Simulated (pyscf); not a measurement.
This saddle point was located with ωB97X-D3(BJ)/def2-SVP in PySCF.

```xyz
9

O     -1.2974     1.3878     0.3243
Nb     0.0494    -0.1379     0.1226
F      1.1368     0.9836     1.1528
F     -1.3006    -1.0016    -0.8090
F      1.0055     0.2222    -1.3992
F      0.7717    -1.6661     0.8343
H     -1.6221     0.6454     1.3483
F     -1.3156    -0.2812     1.8283
H     -0.9555     2.2576     0.5765
```
Charge 0, spin multiplicity 1.

Surface: singlet, charge 0. Lowest wavenumbers (cm⁻¹): 543i, 83, 135, 147, 213.

Q: What reaction is this the transition state of?

A: HO–Nb(F)(F)(F)–F + HF <-> H₂O + F–Nb(F)(F)(F)–F, a four-centre exchange read from left to right: Nb–O, F–H broken and H–O, F–Nb formed. At ωB97M-D3(BJ)/def2-TZVP it lies -0.20 eV from the left side and +0.12 eV from the right (each side as separated species at their lowest minima found). On the reactant side the descent ends in an adduct with a F–Nb contact, 0.36 eV under the separated species and 0.12 eV under the saddle at ωB97X-D3(BJ)/def2-TZVP. On the product side the descent ends in an adduct with a Nb–O contact, 0.98 eV under the separated species and 1.05 eV under the saddle at ωB97X-D3(BJ)/def2-TZVP. At ωB97M-D3(BJ) the saddle lies under the separated reactants, which points to a path from their complex (located at ωB97X-D3(BJ) alone). What is counted as formed (F–Nb) is already present as a longer contact in the reactant adduct; forming that adduct is a step of its own. What is counted as broken (Nb–O) persists as a longer contact in the product adduct; parting that adduct is a step of its own. This is the saddle that the search found; another between the same sides may lie lower. Elements past Kr carry the def2 core potentials, without spin-orbit coupling.
